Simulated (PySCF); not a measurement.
**Two-photon absorption: 2-thiophenamine (SMILES Nc1cccs1)**

Geometry:
| atom | x (Å) | y (Å) | z (Å) |
| --- | --- | --- | --- |
| N1 | 2.118 | 0.274 | 0.036 |
| C2 | 0.733 | 0.210 | 0.039 |
| C3 | -0.073 | -0.842 | -0.294 |
| C4 | -1.452 | -0.505 | -0.259 |
| C5 | -1.680 | 0.784 | 0.103 |
| S6 | -0.203 | 1.617 | 0.383 |
| H7 | 2.517 | 0.829 | 0.778 |
| H8 | 2.553 | -0.635 | -0.008 |
| H9 | 0.308 | -1.822 | -0.549 |
| H10 | -2.246 | -1.205 | -0.484 |
| H11 | -2.620 | 1.297 | 0.230 |

Method: TDDFT CAM-B3LYP/def2-TZVPD excited states, vertical, gas phase in PySCF. Geometry: PBE0-D3(BJ)/def2-TZVP.

Question: How strongly do the lowest singlets absorb one photon, and two photons of half the energy?

Answer: δ for parallel linear polarisation; σ at the peak of a Lorentzian of half width 0.1 eV, single beam; Ω is circular over linear.
| state | E (eV) | f | photon λ (nm) | δ (au) | σ (GM) | Ω | main |
| --- | --- | --- | --- | --- | --- | --- | --- |
| S1 | 4.75 | 0.011 | 522 | 18.7 | 0.15 | 1.47 | HOMO→LUMO 0.83 |
| S2 | 5.06 | 0.114 | 490 | 29.8 | 0.28 | 0.99 | HOMO→LUMO+2 0.90 |
| S3 | 5.23 | 0.002 | 474 | 8.54 | 0.09 | 1.31 | HOMO→LUMO+1 0.53, HOMO→LUMO+3 0.17 |
| S4 | 5.77 | 0.002 | 430 | 69.7 | 0.85 | 1.44 | HOMO→LUMO+4 0.62, HOMO→LUMO+1 0.20 |
| S5 | 5.88 | 0.023 | 422 | 62.2 | 0.79 | 1.10 | HOMO−1→LUMO 0.24, HOMO−1→LUMO+2 0.22 |
| S6 | 5.98 | 0.005 | 414 | 31.2 | 0.41 | 0.82 | HOMO−1→LUMO+2 0.25, HOMO→LUMO+3 0.14 |

Among these, the strongest one-photon state is S2, the strongest two-photon state S4, with a dipole change of 4.0 D (relaxed, norm of the difference vector).
